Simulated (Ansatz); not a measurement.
# CHBF+ (SMILES [CH+]=BF): single points off equilibrium

The task here is to estimate one member of a computed series from the others.

Computed with Ansatz 0.2.0, Gaussian basis. Level: single points in def2-TZVPP.

Cores are frozen in the correlated methods.

## The starting structure

SMILES `[CH+]=BF`, 4 atoms, charge 1, spin multiplicity 1.

Atoms are counted from 1 here; the program's logs count them from 0.

Bond lengths: C1–B2 1.380 Å, C1–H4 1.053 Å, B2–F3 1.211 Å. Angles: B2–C1–H4 178.4°, C1–B2–F3 178.8°.

Coordinates:

```
C     0.1407    0.7047   -0.1162
B    -0.1302   -0.6319    0.0951
F    -0.3914   -1.8017    0.2711
H     0.3753    1.7206   -0.2670
```

Set-up of the first run:

The input, run/in.yaml:

```yaml
crystal:
  periodic: [false, false, false]
  atoms:
    - {symbol: C, position_ang: [0.140700, 0.704700, -0.116200]}
    - {symbol: B, position_ang: [-0.130200, -0.631900, 0.095100]}
    - {symbol: F, position_ang: [-0.391400, -1.801700, 0.271100]}
    - {symbol: H, position_ang: [0.375300, 1.720600, -0.267000]}
basis:
  gaussian: {orbitals: def2-TZVPP}
total_charge: 1
correlation: {method: ccsd_t}
output: {forces: true}
```

The command line of these runs was not kept.

Among the steps run: CCSD(T)/def2-TZVPP; PBE0-D4/def2-TZVPP; wB97M-V/def2-TZVPP; r2SCAN-D4/def2-TZVPP; PBE-D4/def2-TZVPP; HSE06-D4/def2-TZVPP; LC-wPBE/def2-TZVPP.

One of the session's tables, all rows but one given; the rest of the session is left out.

```
   method  RMS force component (eV/Å)  angle to CCSD(T) forces (°)
  CCSD(T)                       0.889                    reference
  PBE0-D4                       0.761                          6.1
  wB97M-V                       0.809                          4.0
r2SCAN-D4                           ?                            ?
   PBE-D4                       1.007                         14.8
 HSE06-D4                       0.764                          6.1
  LC-wPBE                       0.756                          8.1
```

**Question.** Estimate the row for r2SCAN-D4.

As computed: RMS force component (eV/Å): 0.828; angle to CCSD(T) forces (°): 4.4. In the column «RMS force component (eV/Å)» it lies between wB97M-V (0.809) and CCSD(T) (0.889).
